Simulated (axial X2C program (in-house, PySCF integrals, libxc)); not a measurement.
# BCl at several levels of theory

All values were computed with an axial X2C code built on PySCF integrals. Spin-free means the one-electron spin-free X2C Hamiltonian; two-component (2c) means X2C with spin–orbit coupling and atomic mean-field two-electron Coulomb and Gaunt terms, so the difference of the two also holds small scalar two-electron terms. Basis: Cl dyall-av3z [9s8p3d2f], B dyall-v3z [7s6p2d1f] (cores contracted in-house); Gaussian nuclei, density fitting, unrestricted open shells. Masses: Cl 34.969 u, B 11.009 u.

The run was started with this input:
```json
{"zs": [17, 5], "q": 0, "bas": ["dyall-av3z", "dyall-v3z"], "levels": ["PBE0", "HF", "PBE"], "cc": true, "r0": 1.84, "thr": -2.0, "nmax": 90, "npts": 10, "nst": 2, "ntry": 6}
```
```bash
python so2c.py task.json out
```

Keys: zs atomic numbers; q charge; bas basis sets; levels methods; cc coupled cluster on or off; r0 starting distance in Å; thr threshold in hartree for freezing inner shells (an s shell follows its p shell); nmax most natural virtual spinors; npts points on the curve; nst determinants followed; ntry starts of the search. HF also brings MP2.

State, spin-free: M_S = 0, Λ = 0 (closed shell); electrons by block: σα: 7, σβ: 7, π+α: 2, π+β: 2, π-α: 2, π-β: 2. Fragments: Cl + B.

State, 2c: Ω = 0 (closed shell); electrons by block: 1/2: 9, -1/2: 9, 3/2: 2, -3/2: 2. Fragments: Cl + B.

| Hamiltonian | level | Re (Å) | ωe (cm⁻¹) | ωexe (cm⁻¹) | Be (cm⁻¹) | De (eV) | D0 (eV) | k (mdyn/Å) | μ (D) |
| --- | --- | --- | --- | --- | --- | --- | --- | --- | --- |
| spin-free | PBE0 | 1.720 | 834.4 | 5.22 | 0.6802 | 5.29 | 5.23 | 3.44 | -1.57 |
| spin-free | HF | 1.721 | 850.4 | 5.63 | 0.68 | 3.76 | 3.70 | 3.57 | -1.40 |
| spin-free | MP2 | 1.714 | 854.5 | 5.68 | 0.6852 | 5.35 | 5.30 | 3.6 | n/a |
| spin-free | CCSD | 1.723 | 841.2 | 5.7 | 0.6779 | 5.00 | 4.95 | 3.49 | n/a |
| spin-free | CCSD(T) | 1.726 | 834.9 | 5.73 | 0.6761 | 5.17 | 5.12 | 3.44 | n/a |
| spin-free | PBE | 1.734 | 802.5 | 5.13 | 0.6693 | 5.49 | 5.44 | 3.18 | -1.57 |
| 2c | PBE0 | 1.721 | 834.3 | 5.22 | 0.6801 | 5.28 | 5.23 | 3.43 | -1.57 |
| 2c | HF | 1.721 | 850.2 | 5.63 | 0.6798 | 3.69 | 3.64 | 3.57 | -1.40 |
| 2c | MP2 | 1.714 | 854.3 | 5.68 | 0.6851 | 5.32 | 5.27 | 3.6 | n/a |
| 2c | CCSD | 1.724 | 841.0 | 5.7 | 0.6777 | 4.97 | 4.92 | 3.49 | n/a |
| 2c | CCSD(T) | 1.726 | 834.7 | 5.73 | 0.6759 | 5.13 | 5.08 | 3.44 | n/a |
| 2c | PBE | 1.735 | 802.3 | 5.13 | 0.6692 | 5.48 | 5.43 | 3.18 | -1.57 |

Correlated methods: 10 electrons correlated (number of frozen shells: Cl 2 s, 1 p; B 1 s), 174 virtual spin orbitals or spinors in MP2, 90 natural virtuals in coupled cluster.

Dipoles are positive if B is the positive end.

The state is a single determinant with fixed occupations, the lowest that a limited PBE0 search found. The closed shell is kept restricted, so the energy runs too high when the bond is stretched far. Dissociation energies refer to the lowest single-determinant-based atoms at the same level and basis. Coupled cluster ran in a truncated set of natural virtual spinors; the MP2 energy of the rest was added. (T) has no such correction and the atoms are truncated less, which lowers De at CCSD(T) by a hundredth of an eV or more. In 2c an atomic determinant is not the ground J level, so De misses part of the atomic spin–orbit lowering. This holds for PBE0, PBE. Without a current term, density functionals place determinants with orbital angular momentum somewhat too high.

Rough cost a point (2c) on 1 thread(s) of a shared host, integrals apart: PBE0 0.14 s, HF 0.06 s, CCSD(T) 4 s, PBE 0.12 s.

The whole task took 69 s on 1 thread of Intel(R) Xeon(R) Processor @ 2.30GHz, on a shared host.
